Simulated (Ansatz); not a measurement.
in.yaml

```yaml
crystal:
  periodic: [false, false, false]
  atoms:
    - {symbol: As, position_ang: [0.000000, -0.023388, 0.000000]}
    - {symbol: H, position_ang: [0.000000, 0.869246, -1.219630]}
    - {symbol: H, position_ang: [0.000000, 0.869246, 1.219630]}
basis:
  gaussian: {orbitals: cc-pVDZ}
total_charge: 1
magnetization: {spin_polarized: false, initial_magnetization: 2}
correlation: {method: fic_nevpt4_sd, electrons: outside_noble_gas, active_space: {window: {electrons: 6, orbitals: 6}, shells: [{species: As, l: s, shell: 4}, {species: As, l: p, shell: 4}, {species: H, l: s, shell: 1}]}}
```

```sh
$ ansatz run in.yaml --threads 1 --pin off --events-out ev --progress --plain --max-ram 2393MiB
```

Output:

```
708 factors; integrals over basis functions are off by at most 9.1e-8 eV
mean field evaluation 1: about -60816.0441 eV, gradient 7.3e0 eV
mean field evaluation 2: about -60816.0546 eV, gradient 7.3e0 eV
mean field evaluation 4: about -60816.4695 eV, gradient 5.4e-1 eV
mean field evaluation 8: about -60816.4748 eV, gradient 4.8e-4 eV
mean field -60816.47479196 eV, -2234.9642257172 hartree, gradient 3.2e-6 eV, S^2 2.000000; 0 other end points of the search recorded, 0 dependent functions left out
reference -60816.47479196 eV, -2234.9642257172 hartree; 18, 16 occupied and 19, 21 virtual orbitals, 708 factors
state -60817.46044054 eV, -2235.0004476344 hartree
state -60817.46044054 eV, -2235.0004476344 hartree; corrected -60819.15794539 eV, -2235.0628297873 hartree
Total energy: -60819.15794539 eV, -2235.0628297873 hartree
Checks for a lower state left out: starts, orbital_swaps
```

Natural occupations: 1.9815 1.9603 1.0039 1.0000 0.0295 0.0249.

For the same geometry and basis full CI lies 53.5 meV lower.

Ran on 1 thread of Arm Neoverse V2, shared host: 0.96 s wall, 0.1 GiB peak host memory.
